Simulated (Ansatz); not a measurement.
## A ladder of methods for AlH3S (SMILES [AlH2][SH])

AlH3S: 5 atoms, total charge 0, spin state singlet. As SMILES, `[AlH2][SH]`. The coordinates come from a PBE0-D4/def2-TZVP relaxation.

```xyz
5

Al   -0.6161   -0.0642   -0.1817
S     1.1291   -0.3431    1.0966
H    -1.9817   -0.6501    0.3511
H    -0.4411    0.6960   -1.5564
H     1.9597    0.2878    0.2490
```

Quantity: the energy change with the Al1–H3 bond stretched from 1.579 to 1.973 Å, in eV. The values are calculated.

```json
{"level": "HF/STO-3G (restricted)", "kind": "Hartree–Fock", "program": "Ansatz", "value (eV)": "1.85", "less FCI/STO-3G": "+0.42"}
{"level": "SVWN5/STO-3G (restricted)", "kind": "LDA", "program": "Ansatz", "value (eV)": "1.37", "less FCI/STO-3G": "-0.06"}
{"level": "PBE/STO-3G (restricted)", "kind": "GGA", "program": "Ansatz", "value (eV)": "1.32", "less FCI/STO-3G": "-0.11"}
{"level": "r2SCAN/STO-3G (restricted)", "kind": "meta-GGA", "program": "Ansatz", "value (eV)": "1.43", "less FCI/STO-3G": "0.00"}
{"level": "PBE0/STO-3G (restricted)", "kind": "global hybrid", "program": "Ansatz", "value (eV)": "1.48", "less FCI/STO-3G": "+0.05"}
{"level": "MP2/STO-3G (restricted)", "kind": "perturbation theory", "program": "Ansatz", "value (eV)": "1.62", "less FCI/STO-3G": "+0.19"}
{"level": "BCCD(T)/STO-3G (restricted)", "kind": "coupled cluster or CI", "program": "Ansatz", "value (eV)": "1.44", "less FCI/STO-3G": "+0.01"}
{"level": "CCSD/STO-3G (restricted)", "kind": "coupled cluster or CI", "program": "Ansatz", "value (eV)": "1.45", "less FCI/STO-3G": "+0.02"}
{"level": "FCI/STO-3G", "kind": "exact in the basis", "program": "Ansatz", "value (eV)": "1.43", "less FCI/STO-3G": "0.00"}
```

FCI/STO-3G is exact within its basis and frozen core, so for wave-function methods in that basis the difference is their error; functionals converge differently with the basis, so for them it is only a difference. The first shape isn't each level's own minimum. The values span 1.32 to 1.85 eV. All rows use very small basis sets, so even the best lies far from the true value.
